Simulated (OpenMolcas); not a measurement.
# OF2 (oxygen difluoride): RI-MP2/cc-pCVDZ (RICD fitting, fitting threshold 1e-05)

Aim: the energy change on altering one bond length of OF2 (oxygen difluoride) at RI-MP2/cc-pCVDZ (RICD fitting, fitting threshold 1e-05), from 2 runs. 

The calculation is run with OpenMolcas 26.06.

## Step 1: The structure to begin with

OF2 has 3 atoms, charge 0, and is taken as a singlet. As SMILES, `FOF`. The shape is that of a GFN2-xTB optimisation.

Bond lengths: F1–O2 1.366 Å, O2–F3 1.366 Å. Angles: F1–O2–F3 106.0°.

## Step 2: A single-point energy at RI-MP2/cc-pCVDZ (RICD fitting, fitting threshold 1e-05)

input.xyz reads:

```xyz
3

F      0.956190    -0.330530     0.490900
O      0.000730     0.544900     0.060070
F     -0.956920    -0.214370    -0.550970
```

job.inp reads:

```
>>> EXPORT MOLCAS_PRINT=2

&GATEWAY
  BasLib
  $CurrDir
  Coord
  input.xyz
  Basis
  cc-pCVDZ
  Group
  NoSym
  RICD
  CDThreshold
  1e-05

&SEWARD

&SCF
  PrOrbitals
  0

&MBPT2
  Frozen
  3
```

The basis set cc-pCVDZ is read from a file made from the Basis Set Exchange's data (not shown).

Command:

```bash
$ export MOLCAS_MEM=1860
$ pymolcas job.inp > job.log
```

Output:

```text
--- Start Module: gateway ---
[...]
--- Stop Module: gateway /rc=_RC_ALL_IS_WELL_ ---
[...]
      Basis functions           54
[...]
--- Start Module: scf ---
[...]
       Convergence after  11 Iterations
[...]
::    Total SCF energy                               -273.4678839232
[...]
      Total spin, S                                     0.0000000000
[...]
      Total electronic charge=   26.000000
      Total            charge=   -0.000000
[...]
      Dipole Moment (debye):
      Origin of the operator (angstrom)=   -0.0000   -0.0303   -0.0033
                   X=  1.9547E-03               Y=  3.3630E-01               Z=  3.7903E-02           Total=  3.3844E-01
      Quadrupole Moment (debye*angstrom):
[...]
--- Stop Module: scf /rc=_RC_ALL_IS_WELL_ ---
--- Start Module: mbpt2 ---
[...]
WARNING!
Default frozen orbitals as non valence orbitals is overwritten by user input.
Default values:   3
[...]
       Reference weight ( Cref**2 )         =        0.87816
::    Total MBPT2 energy                             -274.0526863621
[...]
--- Stop Module: mbpt2 /rc=_RC_ALL_IS_WELL_ ---
[...]
```

Run time: 1.9 s. Hardware: 1 thread of Arm Neoverse V2, shared host; peak memory 0.087 GiB.

## Step 3: The distorted shape, same level

input.xyz reads:

```xyz
3

F      1.195633    -0.140688     0.643679
O      0.240173     0.734742     0.212849
F     -0.956920    -0.214370    -0.550970
```

job.inp reads:

```
&GATEWAY
BasLib=$CurrDir
Coord=input.xyz
Basis=cc-pCVDZ
Group=NoSym
RICD
CDThreshold=1e-05
&SEWARD
&SCF
PrOrbitals=0
&MBPT2
Frozen=3
```

The basis set cc-pCVDZ is read from a file made from the Basis Set Exchange's data (not shown).

Command:

```bash
$ export MOLCAS_MEM=1860
$ pymolcas job.inp > job.log
```

Output:

```text
--- Start Module: gateway ---
[...]
--- Stop Module: gateway /rc=_RC_ALL_IS_WELL_ ---
[...]
      Basis functions           54
[...]
--- Start Module: scf ---
[...]
       Convergence after  14 Iterations
[...]
::    Total SCF energy                               -273.4130759567
[...]
      Total spin, S                                     0.0000000000
[...]
      Total electronic charge=   26.000000
      Total            charge=   -0.000000
[...]
      Dipole Moment (debye):
      Origin of the operator (angstrom)=    0.1551    0.0927    0.0957
                   X=  6.3320E-01               Y=  6.1760E-01               Z=  4.1668E-01           Total=  9.7775E-01
      Quadrupole Moment (debye*angstrom):
[...]
--- Stop Module: scf /rc=_RC_ALL_IS_WELL_ ---
--- Start Module: mbpt2 ---
[...]
WARNING!
Default frozen orbitals as non valence orbitals is overwritten by user input.
Default values:   3
[...]
       Reference weight ( Cref**2 )         =        0.84934
::    Total MBPT2 energy                             -274.0348109752
[...]
--- Stop Module: mbpt2 /rc=_RC_ALL_IS_WELL_ ---
[...]
```

Wall time 2 s (1 thread of Arm Neoverse V2, shared host); peak memory 0.087 GiB.

## Step 4: Outcome

At RI-MP2/cc-pCVDZ (RICD fitting, fitting threshold 1e-05), 3 core orbitals frozen:

| quantity | value |
| --- | --- |
| first shape: total energy | -274.05269 Eh |
| first shape: dipole moment (mean-field density) | 0.34 D |
| first shape: HOMO energy (Hartree–Fock orbitals) | -15.43 eV |
| first shape: LUMO energy (Hartree–Fock orbitals) | 4.40 eV |
| first shape: HOMO–LUMO gap (Hartree–Fock orbitals) | 19.83 eV |
| first shape: correlation energy (3 core orbitals frozen) | -584.8 mEh |
| distorted shape: total energy | -274.03481 Eh |
| distorted shape: dipole moment (mean-field density) | 0.98 D |
| distorted shape: HOMO energy (Hartree–Fock orbitals) | -16.13 eV |
| distorted shape: LUMO energy (Hartree–Fock orbitals) | -0.60 eV |
| distorted shape: HOMO–LUMO gap (Hartree–Fock orbitals) | 15.53 eV |
| distorted shape: correlation energy (3 core orbitals frozen) | -621.7 mEh |
| energy change with the O2–F3 bond stretched from 1.366 to 1.708 Å | 0.486 eV |

**Reading.** With the O2–F3 bond stretched from 1.366 to 1.708 Å the energy rises by 0.49 eV (11.2 kcal/mol). The first shape isn't relaxed at this level, so the change isn't measured from a minimum. Mulliken charges (first shape) of the mean-field density run from -0.11 on F3 to +0.22 on O2.
